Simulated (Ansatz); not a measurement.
Species: CF4, SMILES `FC(F)(F)F` (charge 0, multiplicity 1).

### Question
Give a relaxed geometry from PBE-D3(BJ)/def2-TZVP (Ansatz, an electronic-structure program).

### Answer
the end point of this relaxation (outside a Z-matrix the atoms follow the SMILES, hydrogens last).
Bond lengths (Å): F1–C2 1.337, C2–F3 1.337, C2–F4 1.337, C2–F5 1.337. Bond angles (°): F1–C2–F3 109.5, F1–C2–F4 109.5, F1–C2–F5 109.5, F3–C2–F4 109.5, F3–C2–F5 109.5, F4–C2–F5 109.5.
